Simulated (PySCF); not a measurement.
Worked example for pyrazine: deprotonation at atom C1

Structure: `c1cnccn1` (C4H4N2). Atom numbers as in the mapped SMILES `[cH:1]1[cH:2][n:3][cH:4][cH:5][n:6]1`. These are map numbers, not IUPAC locants.

Level of theory: ωB97X-D3(BJ)/ma-def2-TZVP single points in PySCF, grid level 2; every species was optimised with PBE0-D3(BJ)/ma-def2-SVP. The prefix ma- adds one diffuse s and one diffuse p function on all atoms but H. Thermal corrections: PBE0-D3(BJ)/ma-def2-SVP frequencies, unscaled, ideal gas at 298.15 K and 1 bar, quasi-RRHO entropy.

Step: `c1cnccn1` → `C1=C[N-]C=CN=1` + H⁺.

```jsonl
{"species": "c1cnccn1", "charge": "0", "multiplicity": "1", "E / Eh": "-264.512527"}
{"species": "C1=C[N-]C=CN=1", "charge": "-1", "multiplicity": "1", "E / Eh": "-263.869682"}
```

Thermal terms, products less reactant: Δ(H − E) = -32.09 kJ/mol, Δ(G − E) = -68.62 kJ/mol (the bare proton has no electronic energy, H = 5/2 RT). 1 Eh = 2625.50 kJ/mol.

Task: What are ΔE, ΔH and ΔG of this step?

Result: ΔE = 0.642845 Eh = 1687.79 kJ/mol; ΔH = 1655.7 kJ/mol; ΔG = 1619.2 kJ/mol, all in the gas phase at 298.15 K and 1 bar. The digits show the arithmetic; the method itself can be off by 10 kJ/mol or more.
